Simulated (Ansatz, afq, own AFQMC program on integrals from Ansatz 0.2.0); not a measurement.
## Where AFQMC and coupled cluster stand for Ag, doublet

A free Ag atom.

Basis def2-TZVPP with its core potentials. Noble-gas cores (and the filled d shells of Ga–Kr and In–Xe) are frozen. Integrals, coupled cluster, full CI and functionals: Ansatz 0.2.0; the random walks run on the same integrals in our own AFQMC program. ph-AFQMC/CISD is guided by a CISD state made of CCSD amplitudes; releasing the constraint for a short imaginary time cuts its bias at the price of noise, slowly where states lie close. Error bars are statistical, one sigma. No spin–orbit coupling. The metal's outer-core s and p shells are frozen, which shifts wave-function levels against functionals.

Determinant: UHF, the one that the program's search chose, which needn't be the lowest solution.

No full CI on the walks' own integrals is used here; CCSDT(Q) serves as the reference and is uncertain by about the last step of the cluster series.

Cautions: no spin-orbit coupling; outer-core shells of the metal frozen.

* T1 diagnostic: 0.0163
* weight of the determinant in the CISD state: 0.925
* ⟨S²⟩ of the determinant: 0.752
* size of the correlated space: 11 electrons in 52 orbitals

```json
{"level": "MP2", "correlation energy (eV)": "-10.4843"}
{"level": "CCSD", "correlation energy (eV)": "-9.7222"}
{"level": "CCSD(T)", "correlation energy (eV)": "-10.0649"}
```

Q: Estimate where phaseless AFQMC with a CISD trial lies against CCSD(T) on the same integrals.

A: 0.57 ± 0.07 kcal/mol above CCSD(T).

Reference: CCSDT(Q), correlation energy -10.046 eV. The released energy is read at 1.50 1/Eh (meV from the phaseless value at times in 1/Eh: -4 ± 3 at 0.24, -9 ± 3 at 0.50, -4 ± 3 at 1.00, 1 ± 4 at 1.50).

| level | E − E(reference) (kcal/mol) | share of correlation (%) |
| --- | --- | --- |
| CCSD(T) | -0.44 | 100.19 |
| CCSDT | 0.09 | 99.96 |
| ph-AFQMC/HF | -0.46 ± 0.42 | 100.20 |
| ph-AFQMC/CISD | 0.13 ± 0.07 | 99.94 |
| released AFQMC | 0.15 ± 0.09 | 99.94 |

A walk keeps the symmetry of its determinant, which the program's search chose and which needn't be the lowest solution, so a lower state of the same spin and another symmetry isn't excluded. Released energies are given only where the last usable release times agree within the noise; a slower fall can still hide under it.
